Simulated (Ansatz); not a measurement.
**AlH3F (doublet): the correlation ladder at distance Al1–H4 along a hydrogen transfer = 1.677 Å, cc-pVDZ**

How much of the correlation energy of AlH3F (doublet) does each wave-function method recover here?

Program: Ansatz 0.2.0, Gaussian basis. Level of theory: cc-pVDZ, correlated electrons: outside noble gas. These are calculated values, not measurements.

The runs, in order: UHF; CCSD(T) on ROHF; CCSD(T) on UHF; BCCD(T) on ROHF; CISD; CCSDT(Q) on ROHF; CCSDT(Q) on UHF; CASSCF and MRCISD+Q, 3 electrons in 3 orbitals; CASSCF and NEVPT2, 3 electrons in 3 orbitals.

## Step 1: The system

The geometry derives from fragments relaxed apart (PBE0/def2-TZVP) and kept rigid, so it is no stationary point. A hydrogen atom is moved between rigid fragments.

5 atoms, charge 0, spin multiplicity 2.

Atoms are counted from 1 here; the program's logs count them from 0.

Bond lengths: Al1–H2 1.586 Å, Al1–H3 1.586 Å, Al1–H4 1.677 Å, H4–F5 1.129 Å. Angles: H2–Al1–H3 120.0°, H2–Al1–H4 120.0°, H3–Al1–H4 120.0°, Al1–H4–F5 180.0°.

Geometry (Å):

```
Al   -1.08974    0.00000    0.00000
H    -1.88266    1.37338    0.00000
H    -1.88266   -1.37338    0.00000
H     0.58726    0.00000    0.00000
F     1.71626    0.00000    0.00000
```

In the tables R marks a restricted open-shell determinant and U an unrestricted one; 'pair' is the active space of 3 electrons in 3 orbitals; correlation energies count from the lowest restricted Hartree-Fock solution.

## Step 2: UHF

Input file in.yaml:

```yaml
crystal:
  periodic: [false, false, false]
  atoms:
    - {symbol: Al, position_ang: [-1.089741, 0.000000, 0.000000]}
    - {symbol: H, position_ang: [-1.882664, 1.373384, 0.000000]}
    - {symbol: H, position_ang: [-1.882664, -1.373384, 0.000000]}
    - {symbol: H, position_ang: [0.587259, 0.000000, 0.000000]}
    - {symbol: F, position_ang: [1.716259, 0.000000, 0.000000]}
basis:
  gaussian: {orbitals: cc-pVDZ}
magnetization: {spin_polarized: true, initial_magnetization: 1}
hamiltonian: {xc: hf}
output: {orbitals: {seedname: orbitals}}
```

Run with:

```console
> ansatz run in.yaml --threads 1 --pin off --events-out ev --progress --plain --max-ram 2393MiB
```

Further steps of the session: CCSD(T) on ROHF; CCSD(T) on UHF; BCCD(T) on ROHF; CISD; CCSDT(Q) on ROHF; CCSDT(Q) on UHF; CASSCF and MRCISD+Q, 3 electrons in 3 orbitals; CASSCF and NEVPT2, 3 electrons in 3 orbitals.

**Question.** What will the summary of the whole plan be? Wanted: correlation energy, UCCSDT(Q); RMP2 from UCCSDT(Q); UMP2 from UCCSDT(Q); RCCSD from UCCSDT(Q); RCCSD(T) from UCCSDT(Q); UCCSD(T) from UCCSDT(Q); RCCSDT(Q) from UCCSDT(Q); NEVPT2 pair from UCCSDT(Q); MRCISD+Q pair from UCCSDT(Q).

The runs gave:

```
                         quantity                                                   value
    correlation energy, UCCSDT(Q)                                              -8.2964 eV
              RMP2 from UCCSDT(Q)                                            +73.8 kJ/mol
              UMP2 from UCCSDT(Q)                                            +83.7 kJ/mol
             RCCSD from UCCSDT(Q)                                            +15.5 kJ/mol
          RCCSD(T) from UCCSDT(Q)                                             +3.4 kJ/mol
          UCCSD(T) from UCCSDT(Q)                                             +3.5 kJ/mol
         RCCSDT(Q) from UCCSDT(Q)                                             +0.1 kJ/mol
       NEVPT2 pair from UCCSDT(Q)                                            +78.2 kJ/mol
     MRCISD+Q pair from UCCSDT(Q)                                             +9.4 kJ/mol
levels within 1 kcal/mol (43 meV)  RCCSD(T), UCCSD(T), BCCD(T), RCCSDT, UCCSDT, RCCSDT(Q)
                    T1 diagnostic                                                   0.019
```

What this shows: RCCSD(T) lands +3.4 kJ/mol from the yardstick (0.4 % of the correlation energy). Of the multireference levels listed MRCISD+Q pair comes nearest (+9.4 kJ/mol). These misses are within one basis and frozen core, not against nature; frozen cores of the runs differ by up to some meV.
